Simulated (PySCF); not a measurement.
Relaxation of triplet CCl2

Computed with PySCF, UPBE0, basis C def2-TZVP, Cl def2-TZVP (no relativity, density fitting). A (50,194) grid was used.

A hand-made linear start, of D∞h symmetry, held to at least that symmetry:

```xyz
3
charge 0 multiplicity 3, angstrom
C     0.0000    0.0000    0.0000
Cl    0.0000    0.0000    1.7400
Cl    0.0000    0.0000   -1.7400
```

(1) What does it relax to?

(2) How much energy is released, and in how many steps?

## Answers

(1) It ends at D∞h with C–Cl 1.615 Å (×2); Cl–C–Cl 180.0°. A frequency run shows 2 imaginary modes (one degenerate set), down to 610i cm⁻¹, so it is a higher-order saddle point. Other isomers or separated fragments may lie lower.

(2) 40.0 kJ/mol in 4 steps.

At this level a singlet minimum of C2v symmetry lies 153 kJ/mol below this structure.

The relaxation took 19 s on 2 threads of a shared Intel Xeon @ 2.70GHz host, with 105 basis functions and 5 gradients; the process peaked at 0.6 GiB. Launch command: `OMP_NUM_THREADS=2 python axn.py task.json out`.
